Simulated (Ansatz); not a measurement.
Predict the output of the script below (the Ansatz DFT code, driven from Python).

Contents of `c2h5no3.xyz`:
```text
11

N     0.05380   -1.82470    0.55640
C     0.00000   -0.34910    0.45540
O     1.27620    0.07460    0.74530
O    -0.27670    0.02590   -0.86770
C    -0.51500    1.34160   -1.03340
O    -0.38790    2.21480   -0.14990
H    -0.70400   -2.11630   -0.06280
H     0.92090   -2.05380    0.11280
H    -0.70890    0.06930    1.22720
H     1.20710    0.99710    1.07690
H    -0.80010    1.56350   -2.03950
```

`run_disp.py`:
```python
"""Dispersion corrections for C2H5NO3."""

import ansatz as az

BASIS_SET = "def2-SVP"


def main() -> None:
    c2h5no3 = az.Crystal.molecule_from_extxyz("c2h5no3.xyz")

    base = c2h5no3.calculation().basis(gaussian=BASIS_SET)
    for name in ["b3lyp", "blyp"]:
        for correction in ("d3bj", "d4"):
            r = base.functional(name, dispersion=correction).run(threads=1).report
            print(f"{name:8s} {correction:5s} total {r['free_energy_ev']:.5f} eV, of which dispersion {1000 * r['dispersion']['energy']['ev']:.2f} meV")


if __name__ == "__main__":
    main()
```

`python run_disp.py` gives:
```text
b3lyp    d3bj  total -9779.15748 eV, of which dispersion -336.12 meV
b3lyp    d4    total -9779.13410 eV, of which dispersion -312.74 meV
blyp     d3bj  total -9776.89629 eV, of which dispersion -415.34 meV
blyp     d4    total -9776.92767 eV, of which dispersion -446.72 meV
```

What to keep in mind:
- Total energies depend on the basis set; only differences at equal settings carry meaning.
- The geometry is a force-field or estimated start, not a minimum of this method, and the basis set is short of its limit. D4 holds the three-body term, and d3bj doesn't.
- b3lyp holds the VWN-RPA fit, as in Gaussian; the form of ORCA and Turbomole is b3lyp5.
- Finished in 5.8 s on 1 thread of AMD EPYC 9R45 96-Core Processor (Zen 5) (shared host), peak memory 0.27 GiB.
